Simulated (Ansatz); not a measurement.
Species: ketene, C2H2O (charge 0, singlet). 
Coordinates optimised at B3LYP-D3(BJ)/def2-TZVP (Ansatz, a program for electronic structure):
SMILES: O=C=C
```xyz
5

C      0.0091     0.0017    -1.2056
C     -0.0008    -0.0001     0.1027
H      0.0282     0.9401    -1.7377
H     -0.0018    -0.9351    -1.7406
O     -0.0096    -0.0018     1.2620
```
Charge 0, spin multiplicity 1.

Basis-set convergence of Hartree-Fock and CCSD(T) correlation energies (hartree) with Ansatz. Cores are frozen in the correlated levels unless marked. No spin-orbit coupling. Non-relativistic.

```
basis    functions       E(HF)  E(corr, CCSD(T))  rough core time
-------  ---------  ----------  ----------------  ---------------
cc-pVDZ          -  -151.74029          -0.46819       under 20 s
cc-pVTZ        118  -151.78469          -0.57343       under 20 s
cc-pVQZ        225  -151.79577          -0.60779             40 s
```

Extrapolating the two largest sets (X = 3 and 4) as X^-3: E(corr) = (64·(-0.60779) - 27·(-0.57343))/37 = -0.6329 Eh, an estimate of the basis-set limit. The largest set recovers 96.0 % of it, the smallest 74.0 %.
